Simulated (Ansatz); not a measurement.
Saddle point of CH3N2, doublet (NH₃ + CN → HCN ([CH][N]) + NH₂; bonds formed: H1–C3; bonds broken: H1–N2), PBE0-D4/def2-TZVP structure:

```
6
angstrom
H 0.2833 -0.3367 -0.4804
N 0.2681 -1.0607 0.3577
C -0.1480 1.0861 -0.7436
N -0.4894 2.1772 -0.9202
H 0.7837 -0.6625 1.1403
H -0.6979 -1.2035 0.6462
```

Energies are electronic, without zero-point energy. Barriers and step energies count from the start structure reached by relaxing down the imaginary mode; all methods use the PBE0-D4 structures, on which another method's saddle can fall below an end. Program: Ansatz 0.2.0. Basis: def2-TZVPP, with def2-QZVPP for the basis limit. Cores are frozen in the correlated methods; orbitals are unrestricted. B3LYP uses VWN-RPA correlation. Extrapolation: Hartree–Fock as exp(−7.88 √X), correlation as X^−2.97.

| method | barrier (kcal/mol) | step energy (kcal/mol) |
| --- | --- | --- |
| SPW92 | 6.91 | 7.07 |
| PBE-D4 | 5.68 | -2.13 |
| BLYP-D4 | 5.56 | -4.50 |
| r2SCAN-D4 | 6.61 | -6.25 |
| B97M-V | 7.02 | -9.09 |
| PBE0-D4 | ? | -7.44 |
| B3LYP-D4 | 8.12 | -8.19 |
| r2SCAN0-D4 | 9.20 | -9.83 |
| BHLYP-D4 | ? | -14.48 |
| CAM-B3LYP-D4 | ? | -9.31 |
| wB97X-V | 11.15 | -9.13 |
| wB97M-V | 10.85 | -9.33 |
| B2PLYP | 9.40 | -9.97 |
| PBE-QIDH | 11.27 | -10.85 |
| RPA on PBE | 7.10 | -11.02 |
| HF | 10.80 | -29.53 |
| MP2 | 15.79 | -13.73 |
| CCSD | 10.39 | -15.00 |
| CCSD(T) | 9.89 | -12.27 |

Task: Fill in the withheld barriers. (Judge from chemistry; the value comes from the calculation.)

Result: The calculation gives: BHLYP-D4 10.77; CAM-B3LYP-D4 10.16; PBE0-D4 8.74 kcal/mol. Each is the energy of the saddle less that of the start structure, by the same method.

For comparison, the barrier by CCSD(T) at an estimated basis limit (MP2 extrapolated from triple and quadruple zeta, plus CCSD(T) − MP2 in triple zeta) is 10.74 kcal/mol.

T1 diagnostic: at most 0.041. ⟨S²⟩ of the unrestricted Hartree–Fock references: 0.76 to 0.94 (a pure state has 0.75). The unrestricted reference is spin-contaminated, which hurts MP2 most.

Labels in which every atom is bracketed show which atoms are joined, not bond orders.

For scale, one of the runs: CCSD(T)/def2-TZVPP, 135 basis functions, launched by `ansatz run in.yaml --threads 2 --pin off --events-out ev --progress --plain --max-ram 4352MiB`. Time: 78 s of wall clock on 2 CPU threads of an Arm Neoverse N1; the host was shared. Peak host memory: 1.7 GiB.
